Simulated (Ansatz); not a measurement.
**Si₂H₆, singlet: energies of several shapes or isomers**

Calculated in Ansatz's Gaussian-basis code; MRCISD by development code. Basis cc-pV(T+d)Z on Si, cc-pVTZ on H, nonrelativistic, 10 orbitals frozen in the corrections; active space CAS(2,2). Restricted Hartree–Fock, then the lowest state-specific CASSCF solution met for each case. Coupled cluster stands on the determinant that it favours, not always the lowest RHF. On stretched bonds single-reference methods can fail or change state. Solutions in different active orbitals can move differences by tenths of an eV and at times more than 1 eV.

Case A:

```xyz
8

Si    0.0000    0.0000    1.1677
Si    0.0000    0.0000   -1.1677
H     0.0000    1.3933    1.6860
H    -1.2066   -0.6966    1.6860
H     1.2066   -0.6966    1.6860
H     0.0000   -1.3933   -1.6860
H    -1.2066    0.6966   -1.6860
H     1.2066    0.6966   -1.6860
```

Case B:

```xyz
8

Si    0.0000    0.0000    1.6348
Si    0.0000    0.0000   -1.6348
H     0.0000    1.3933    2.1531
H    -1.2066   -0.6966    2.1531
H     1.2066   -0.6966    2.1531
H     0.0000   -1.3933   -2.1531
H    -1.2066    0.6966   -2.1531
H     1.2066    0.6966   -2.1531
```

Energy less that of case A, in eV:

```csv
case,RHF/ROHF,CASSCF,CCSD(T),SC-NEVPT2,FIC-NEVPT2
B,+1.903,+1.555,+1.772,+1.725,+1.724
```

What does MRCISD+Q give for these differences?

B: +1.749 eV (40.3 kcal/mol).
